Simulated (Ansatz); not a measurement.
# BClFH3: the cost of one run

Program: Ansatz 0.2.0. Level of theory: RKS PBE/def2-SVP. These are calculated values, not measurements.

**1. The system as given**

Bond lengths: B1–Cl2 2.210 Å, B1–H3 1.190 Å, B1–H4 1.190 Å, B1–F5 1.620 Å, Cl2–H6 1.365 Å. Angles: B1–Cl2–H6 61.1°, Cl2–B1–H3 120.0°, Cl2–B1–H4 120.0°, Cl2–B1–F5 71.6°, H3–B1–H4 120.0°, H3–B1–F5 97.0°, H4–B1–F5 101.2°.

As a file:

```xyz
6

B     0.0000    0.0000    0.0000
Cl    0.0000    0.0000    2.2100
H     1.0305    0.0000   -0.5950
H    -1.0305    0.0000   -0.5950
F     0.0677   -1.5359    0.5108
H     0.0526   -1.1933    1.5499
```

**2. Pulling towards end A**

Springs on the bonds that form and break draw the guess towards this end; the thresholds are loose.

The input, input.yaml:

```yaml
crystal:
  periodic: [false, false, false]
  atoms:
    - { symbol: B, position_ang: [0.0, 0.0, 0.0] }
    - { symbol: Cl, position_ang: [0.0, 0.0, 2.21] }
    - { symbol: H, position_ang: [1.0305, 0.0, -0.595] }
    - { symbol: H, position_ang: [-1.0305, 0.0, -0.595] }
    - { symbol: F, position_ang: [0.0677, -1.5359, 0.5108] }
    - { symbol: H, position_ang: [0.0526, -1.1933, 1.5499] }
basis:
  gaussian: { orbitals: def2-SVP }
hamiltonian:
  xc: pbe
relax:
  f_tol: 0.15
  max_steps: 25
  restrain:
    - { distance: [0, 4], at: 2.52, k: 30.0 }
    - { distance: [5, 1], at: 2.57, k: 30.0 }
    - { distance: [0, 1], at: 1.86, k: 30.0 }
    - { distance: [5, 4], at: 0.92, k: 30.0 }
output:
  orbitals: {}
```

Command:

```sh
> ansatz run input.yaml --threads 1 --pin off --max-ram 2048MiB --backend cpu --events-out ev --progress --plain --runs-dir out
```

**Question.** How long does this run take on 1 thread of Arm Neoverse V1, shared host, and how much memory does it need?

About 12 s, with a peak of 0.12 GiB.
